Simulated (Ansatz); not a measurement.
SnI4 (Pa-3, No. 205) was calculated with LDA in Ansatz (plane waves, PAW).

Numerical settings: plane-wave cutoff 520 eV, 4×4×4 k mesh, Fermi–Dirac smearing 0.01 eV, scalar-relativistic PAW data made under PBE.

Computed at the level's own relaxed cell.

Q: Give the computed band gap and lattice parameter a.

A: 
band gap: 1.53 eV
lattice parameter a: 11.718 Å

Note: the volume lies 12 % below that of the published cell.

Spin–orbit coupling is not included; with these elements it can move the gap by several tenths of an eV or more.

Static lattice: no zero-point or thermal effects.

Ansatz is a program for electronic structure.
